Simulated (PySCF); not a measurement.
Molecule: `InChI=1S/H3P/h1H3`.

Atom-mapped SMILES (the numbers label the heavy atoms): `[PH3:1]`. Hydrogens are named by the atom that carries them.

Geometry PBE0-D3(BJ)/def2-SVP throughout; GIAO in PySCF, gas phase, one conformer, non-relativistic; equivalent atoms averaged; basis pcSseg-2.

Task: How do the shifts δ (against H3PO4, TMS at the same level) depend on the functional? (ppm; last column core-seconds on shared hosts with different chips, so compare them loosely; the GGAs took longer than the global hybrids here, which isn't the general rule, and the cause wasn't traced)

Result: 
```tsv
functional	kind	P1	H(P1)	core-s
HF	Hartree–Fock	-237.0	2.25	0.39
LDA	LDA	-314.5	1.95	1.1
PBE	GGA	-287.0	1.96	1.4
BLYP	GGA	-275.6	1.95	1.3
BP86	GGA	-282.0	1.98	1.3
OPBE	GGA	-277.1	2.00	1.4
KT2	GGA	-276.7	1.91	1.3
KT3	GGA	-261.6	1.92	1.3
B97-D	GGA	-264.8	2.01	1.3
B3LYP	global hybrid	-271.5	2.02	0.96
PBE0	global hybrid	-279.9	2.05	0.96
mPW1PW91	global hybrid	-276.3	2.05	0.92
WP04	global hybrid	-226.9	1.88	0.92
B97-2	global hybrid	-268.6	2.06	0.87
BHandHLYP	global hybrid	-261.2	2.10	0.83
CAM-B3LYP	range-separated hybrid	-277.6	2.06	1
wB97X-D	range-separated hybrid	-276.2	2.10	1.1
LC-wPBE	range-separated hybrid	-284.1	2.10	1.5
```

Task: Which nucleus moves most, in ppm?

Result: P1 (phosphorus bonded to 3 H): from -314.5 ppm with LDA to -226.9 ppm with WP04. The smallest spread is 0.37 ppm, at H(P1).
